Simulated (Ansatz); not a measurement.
in.yaml

```yaml
crystal:
  periodic: [false, false, false]
  atoms:
    - {symbol: Mg, position_ang: [0.000000, 0.000000, 0.000000]}
    - {symbol: Mg, position_ang: [0.000000, 0.000000, 2.706600]}
basis:
  gaussian: {orbitals: aug-cc-pVDZ}
total_charge: -1
magnetization: {spin_polarized: true, initial_magnetization: 1}
hamiltonian: {xc: {name: wB97M-V}}
output: {orbitals: {seedname: orbitals}}
```

```sh
$ ansatz run in.yaml --threads 1 --pin off --events-out ev --progress --plain --max-ram 2393MiB
```

The program prints:

```
  # Of w^i u^j: cxij and so on, Table III.
  gx(w, u) = 1 - cx + cx01*u + cx10*w
  gss(w, u) = css00 + css04*u^4 + css10*w + css20*w^2 + css43*w^4*u^3
  gos(w, u) = cos00 + cos10*w + (cos20 + cos21*u)*w^2 + (cos60 + cos61*u)*w^6
      + integral(e_c_pw_mod_opposite_spin*gos(b97_w_opposite, b97_u_opposite)) + vv10(b, c)
526 factors; integrals over basis functions are off by at most 5.2e-4 eV
236 factors; integrals over basis functions are off by at most 3.2e-5 eV
mean field evaluation 1: about -10885.3183 eV, gradient 6.0e0 eV
mean field evaluation 2: about -10886.9880 eV, gradient 4.5e0 eV
mean field evaluation 4: about -10887.3989 eV, gradient 1.9e-1 eV
mean field evaluation 8: about -10887.5009 eV, gradient 1.2e-2 eV
mean field evaluation 16: about -10887.5009 eV, gradient 1.3e-4 eV
mean field evaluation 32: about -10886.6121 eV, gradient 1.5e-2 eV
mean field evaluation 64: about -10887.2470 eV, gradient 5.2e-2 eV
mean field -10887.50093937 eV, -400.1082797087 hartree, gradient 1.5e-5 eV, S^2 0.750952; 8 other end points of the search recorded, 0 dependent functions left out
reference -10887.50090404 eV, -400.1082784104 hartree; 13, 12 occupied and 41, 42 virtual orbitals, 526 factors
Total energy: -10887.50090404 eV, -400.1082784104 hartree
```

Ran on 1 thread of Arm Neoverse V2, shared host: 46 s wall, 0.27 GiB peak host memory.
